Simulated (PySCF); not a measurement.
**MgCl+: bond curves at several levels of theory**

Aim: find the lowest electronic state of MgCl+, scan its bond at several levels of theory, and get bond length, wavenumber and dissociation energy from each curve.

The runs use PySCF 2.14.0; Mg 6-311G(d,p), Cl 6-311G(d,p), no relativity.

### 1 Set-up

The job is set up so:

```
atoms                         : Mg, Cl
charge                        : 1
basis                         : Mg 6-311G(d,p), Cl 6-311G(d,p)
Hamiltonian                   : no relativity
basis functions               : 52
electrons treated             : 28
masses in u                   : 23.9850, 34.9689
levels                        : PBE0, PBE, r²SCAN, PW91, B2PLYP, PBEsol, HSE06, HF, MP2, SCS-MP2, CCSD, CCSD(T)
grid                          : 80 radial by 434 angular points
occupations                   : held fixed by the projection of orbital angular momentum
dissociation limit            : Mg+ + Cl, each in its ground configuration
starting distance in angstrom : 2.425
values of 2S to try           : 0, 2
```

The run is started by

```sh
$ OMP_NUM_THREADS=1 python dia.py task.json out
```

Further steps of the session: The PBE0 curve of the state that the search chose; Other states along the same grid; PBE (GGA); r²SCAN (meta-GGA); PW91; B2PLYP (double hybrid); PBEsol; HSE06 (range-separated hybrid); RHF (mean field); Adding correlation.

Before running it: what results should come out? Wanted: for each run, Re; ωe; De; μ.

As calculated:

Lowest PBE0 solution found, without spin–orbit coupling: ¹Σ⁺ (singlet), closed shell. State 2 has its PBE0 minimum 2.58 eV higher. The other levels ran on the lowest alone.

```tsv
level	Re (Å)	ωe (cm⁻¹)	De (eV)	μ (D)
RHF	2.124	567	1.79	-11.32
RHF-MP2	2.129	560	2.85	n/a
RHF-SCS-MP2	2.131	557	2.77	n/a
RHF-CCSD	2.130	557	2.73	n/a
RHF-CCSD(T)	2.134	552	2.81	n/a
PBE	2.144	525	3.05	-9.97
PBEsol	2.134	534	3.23	-10.02
PW91	2.142	526	3.10	-9.99
r²SCAN	2.127	550	3.06	-10.55
PBE0	2.126	548	2.94	-10.41
HSE06	2.127	546	2.93	-10.39
B2PLYP	2.131	545	2.85	-10.73
```

De is counted to Mg+ + Cl in their ground configurations. A positive dipole points from Mg to Cl; in an ion it is taken about the centre of mass and does not tell which atom is negative.

Differences from CCSD(T) in the same basis:

```tsv
level	Re (mÅ)	ωe (%)
RHF	-9	+2.7
RHF-MP2	-5	+1.6
RHF-SCS-MP2	-3	+1.0
RHF-CCSD	-4	+0.9
PBE	+10	-4.9
PBEsol	0	-3.2
PW91	+8	-4.6
r²SCAN	-6	-0.3
PBE0	-8	-0.7
HSE06	-6	-1.1
B2PLYP	-2	-1.1
```

Judged by CCSD(T) in the same basis: best bond length PBEsol (0 mÅ), worst PBE (+10 mÅ); best wavenumber r²SCAN (-0.3 %), worst PBE (-4.9 %). Hartree–Fock falls on the short and stiff side, its usual fault. PBE gives a bond that is too long and too soft, as GGAs tend to. CCSD(T) in a basis this small is itself some way from its limit, more so than the functionals. Among the levels with a De in the table, it runs from 1.79 eV (RHF) to 3.23 eV (PBEsol).

Correlated steps freeze 6 core orbitals. B2PLYP dipoles, levels and charges come from its SCF part alone.
